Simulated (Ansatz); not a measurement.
This geometry of BH5NSi (8 atoms, charge 0, multiplicity 2) is a first-order saddle point.

Theory: UKS B3LYP/def2-SVP in Ansatz.

```xyz
8
Properties=species:S:1:pos:R:3
B -0.070 1.152 -0.765
N 0.098 0.322 0.419
Si -0.358 -1.358 0.639
H 0.890 1.425 -1.454
H -1.157 1.583 -1.089
H 0.173 0.851 1.290
H -0.153 -2.019 -0.692
H 0.578 -1.955 1.652
```

Problem. Which two structures does it join? (They come from a converged band through this point; their orientation in space is the band's.)

Solution. No bond is made or broken. The dihedral H5–B1–N2–Si3 goes from 177 to -3°. The two ends are copies of one structure, up to a mirror image or an exchange of like atoms.

First end point:

```xyz
8
Properties=species:S:1:pos:R:3
B -0.472 1.057 -0.726
N -0.274 0.255 0.415
Si 0.259 -1.428 0.478
H -0.203 0.607 -1.815
H -0.900 2.180 -0.601
H -0.537 0.667 1.310
H 1.029 -1.722 -0.767
H 1.097 -1.617 1.705
```

Last end point:

```xyz
8
Properties=species:S:1:pos:R:3
B -0.467 1.059 -0.726
N -0.272 0.257 0.416
Si 0.251 -1.430 0.477
H -0.884 2.186 -0.599
H -0.209 0.606 -1.816
H -0.529 0.672 1.311
H 1.019 -1.728 -0.767
H 1.091 -1.623 1.703
```

Problem. How far does it lie above each of them?

Solution. 1.11 eV above the first and 1.11 eV above the second. This is the barrier of this one path; another mechanism may lie lower.

Run time: 2.2 min on 1 thread of Arm Neoverse V1 (shared host), peak memory 0.16 GiB.
